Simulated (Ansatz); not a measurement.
System (SMILES): O=C=[CH], doublet.
Atoms: C1, C2, H3, O4. Bonds: C1-C2, C1-H3, C2-O4.

Basis-set convergence of the optimised C1-H3 bond length at HF with Ansatz (a quantum-chemistry and plane-wave program). Cartesian d functions, on some or all atoms, in 6-31+G*; all else is spherical. The program fits the integrals of some runs and decomposes those of others, by size. Open shells are unrestricted. No added dispersion term, no relativity. Reference: the value in def2-QZVPPD, 1.0584 Å, itself unsure by roughly 0.0004 Å (its mean distance from pcseg-3, def2-QZVPP, cc-pVQZ). Deviations are taken from unrounded values.

```
basis              functions  optimised C1-H3 bond length (Å)  minus reference (Å)
-----------------  ---------  -------------------------------  -------------------
pcseg-1                   47                           1.0630               0.0045
6-31+G*                   59                           1.0564              -0.0021
6-311+G**                 72                           1.0541              -0.0043
aug-pcseg-1               78                           1.0673               0.0089
6-311++G(2d,2p)           91                           1.0596               0.0011
pcseg-2                  104                           1.0540              -0.0045
6-311++G(3df,3pd)        135                           1.0592               0.0007
aug-pcseg-2              161                           1.0573              -0.0012
pcseg-3                  213                           1.0576              -0.0008
```

The smallest set listed that lies within 0.003 Å of the reference with all its larger relatives (same family, alike in diffuse functions; a set with none counts only in the reference's own line) is 6-311++G(2d,2p) (91 functions, 0.0011 Å off). Inside the window by cancellation, since a larger relative falls out: 6-31+G*. Inside, with no larger relative to test it: aug-pcseg-2, pcseg-3.
